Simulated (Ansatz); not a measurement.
Results of LC-ωPBE (Ansatz, an electronic-structure program, PAW) for zinc-blende MgTe (metastable phase).

Numerical settings: plane-wave cutoff 460 eV, 8×8×8 k mesh, Fermi–Dirac smearing 0.01 eV, scalar-relativistic PAW data made under PBE.

Results at a series of volumes:

```tsv
V (Å³/atom)	E − E_lowest (meV/atom)
31.088	13.14
31.906	3.52
32.724	0.00
33.531	1.81
34.361	8.49
```

Problem. What bulk modulus B0 and pressure derivative B′ does a third-order Birch–Murnaghan fit give?

Solution. V0 = 32.834 Å³/atom, B0 = 41.6 GPa, B′ = 4.0 (fit to the energies at full precision).

Measured, for comparison: equilibrium volume per atom 33.08 Å³/atom (room temperature, not corrected to a static lattice, from epitaxial CdTe/MgTe superlattices; as tabulated in Lucero et al. (2012), arXiv:1111.4515). Computed (rounded) less measured: equilibrium volume per atom -0.8 %. A static lattice is as a rule a little smaller and stiffer than an uncorrected measurement, which narrows the difference in the equilibrium volume per atom and would widen misses of the other sign.

Spin–orbit coupling is not included.

Static lattice: no zero-point or thermal effects.

Cost on a shared machine: about 21 core-minutes (a rough figure).
